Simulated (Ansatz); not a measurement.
Ga–P–SH, doublet in cc-pVDZ: errors against UCCSDT(Q)

Geometry: a PBE0/def2-TZVP stationary point for this spin, not checked as a minimum.

```xyz
4

Ga    0.0000   -0.1811    1.2543
P     0.0000    1.1308   -0.8246
S     0.0000   -0.6909   -1.8333
H     0.0000   -0.2437   -3.1036
```

Basis cc-pVDZ; Ansatz 0.2.0. Only valence electrons are correlated (noble-gas cores and the filled d shells of p-block atoms frozen), which leaves 15 electrons in 44 orbitals. Prefix R: restricted or restricted open-shell reference; prefix U: unrestricted. No spin–orbit coupling is included, and no scalar relativity.

Full CI isn't at hand for all of this; UCCSDT(Q) serves as the reference, and is uncertain by about the last step of the cluster series. The frozen core follows each run's orbitals, which can shift R against U totals by a few meV for light atoms and by up to 0.1 eV past Ca.

```
UHF ⟨S²⟩                          : 0.766
T1 diagnostic (RCCSD)             : 0.0253
largest doubles amplitude (RCCSD) : 0.058
T1 diagnostic (UCCSD)             : 0.0237
```

| level | E − E(UCCSDT(Q)) (meV) | share of correlation (%) | wall time |
| --- | --- | --- | --- |
| UHF | 8914 | 1.28 | – |
| UMP2 | 1526 | 83.09 | – |
| UCCSD | 364 | 95.96 | – |
| UCCSD(T) | 65 | 99.28 | 42 s |
| UCCSDT | 26 | 99.71 | – |

The correlation energy at UCCSDT(Q), counted from RHF, is -9.029 eV. That run took 2.4 min on 1 thread of Arm Neoverse V1, shared host.

Run but not shown, since their state or frozen core can't be matched to the reference's or they repeat it: RHF, RMP2, RCCSD, RCCSD(T), BCCD(T), RCCSDT, RCCSDT(Q).

Times hold each run's SCF and search for its determinant on a shared host, so for small cases they say little of a method's own cost; they ran on 1 thread of Arm Neoverse V1.

Atomization energy (electronic, same basis, no zero-point term; atoms at the same level, unrestricted beside the R rows where the molecule is a closed shell, but restricted open-shell past Ca, as are all atoms' steps beyond CCSDT(Q)) at UCCSDT(Q): 713.0 kJ/mol. Errors of other levels:

| level | error (kJ/mol) |
| --- | --- |
| UHF | -246.2 |
| UMP2 | -3.4 |
| UCCSD | -25.5 |
| UCCSD(T) | -3.7 |
| UCCSDT | -2.1 |

This basis is far from its limit, so the value isn't to be set against a measured one.
